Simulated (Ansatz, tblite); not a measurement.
# The cluster Cu4: one state, many levels

An exercise on one series of results from a longer session: the logs are not shown, and one member is left open.

Computed with Ansatz 0.2.0, Gaussian basis. Level: as each input shows.

The runs, in order: GFN1-xTB, GFN2-xTB, PBE-D4/def2-TZVP, r2SCAN-D4/def2-TZVP, LDA/def2-TZVP, B2PLYP/def2-TZVP, PBE-D4/def2-SVP, PBE0-D4/def2-SVP, HF/STO-3G, PBE0-D4/def2-TZVPD, PBE-D4/def2-TZVPD, r2SCAN-D4/def2-TZVPD, CCSD(T)/def2-TZVP, RPA/def2-TZVP.

2 further runs of the same task are left out: 2 set aside as unsound or not needed. Runs told in other sessions of the task aren't counted.

### The relaxed structure

The geometry is that of the singlet, from an earlier relaxation (PBE-D4/def2-SVP). At that level it is the lowest of the isomers that a small search found.

4 atoms, charge 0, spin multiplicity 1.

Bond lengths: Cu1–Cu2 2.274 Å, Cu1–Cu3 2.357 Å, Cu1–Cu4 2.357 Å, Cu2–Cu3 2.357 Å, Cu2–Cu4 2.357 Å. Angles: Cu2–Cu1–Cu3 61.2°, Cu2–Cu1–Cu4 61.2°, Cu3–Cu1–Cu4 122.3°, Cu1–Cu2–Cu3 61.2°, Cu1–Cu2–Cu4 61.2°, Cu3–Cu2–Cu4 122.3°, Cu1–Cu3–Cu2 57.7°, Cu1–Cu4–Cu2 57.7°.

No spin-orbit coupling is included.

PBE0-D4/def2-TZVP was run before; its log isn't repeated, and its numbers join the tables.

Set-up of the first run:

Tight binding, by tblite at 300 K electronic temperature and without a spin-polarisation term:

```python
tblite.interface.Calculator('GFN1-xTB', numbers, positions, charge=0, uhf=0).singlepoint()
```

Tight binding, by tblite at 300 K electronic temperature and without a spin-polarisation term:

```python
tblite.interface.Calculator('GFN2-xTB', numbers, positions, charge=0, uhf=0).singlepoint()
```

start.molden holds the orbitals of an earlier run on this state, given as this run's starting guess.

in.yaml

```yaml
crystal:
  periodic: [false, false, false]
  atoms:
    - {symbol: Cu, position_ang: [1.111359, 0.213672, 0.110043]}
    - {symbol: Cu, position_ang: [-1.111322, -0.213674, -0.110100]}
    - {symbol: Cu, position_ang: [0.373404, -2.024387, 0.159504]}
    - {symbol: Cu, position_ang: [-0.373441, 2.024379, -0.159447]}
basis:
  gaussian: {orbitals: def2-TZVP, initial_orbitals: start.molden}
hamiltonian: {xc: pbe, dispersion: d4}
scf: {omitted_lower_state_checks: [starts]}
output: {orbitals: {seedname: orbitals}}
```

Run with:

```bash
$ ansatz run in.yaml --threads 4 --pin off --events-out ev --progress --plain --max-ram 4787MiB
```

Among the steps run: PBE-D4/def2-TZVP; r2SCAN-D4/def2-TZVP; LDA/def2-TZVP; B2PLYP/def2-TZVP; PBE-D4/def2-SVP; PBE0-D4/def2-SVP; HF/STO-3G; PBE0-D4/def2-TZVPD; PBE-D4/def2-TZVPD; r2SCAN-D4/def2-TZVPD; CCSD(T)/def2-TZVP; RPA/def2-TZVP.

One table of the session follows, with a row left open; its other results are not shown here.

It belongs to the step «Binding energy». 

```
               level  binding an atom (eV)
        HF/def2-TZVP                 0.167
       LDA/def2-TZVP                 1.889
     PBE-D4/def2-SVP                 1.964
    PBE-D4/def2-TZVP                 1.516
   PBE-D4/def2-TZVPD                 1.521
 r2SCAN-D4/def2-TZVP                 1.521
r2SCAN-D4/def2-TZVPD                     ?
    PBE0-D4/def2-SVP                 1.561
   PBE0-D4/def2-TZVP                 1.252
  PBE0-D4/def2-TZVPD                 1.255
    B2PLYP/def2-TZVP                 1.212
       RPA/def2-TZVP                 1.045
       MP2/def2-TZVP                 1.198
      CCSD/def2-TZVP                 1.033
   CCSD(T)/def2-TZVP                 1.203
```

**Question.** Estimate the row for r2SCAN-D4/def2-TZVPD.

The run gave: binding an atom (eV): 1.525. In the column «binding an atom (eV)» it lies between r2SCAN-D4/def2-TZVP (1.521) and PBE0-D4/def2-SVP (1.561).

Caveats from the session: Free atoms were run apart at each level; binding is atoms less cluster, divided by the number of atoms, without zero-point or spin-orbit terms.
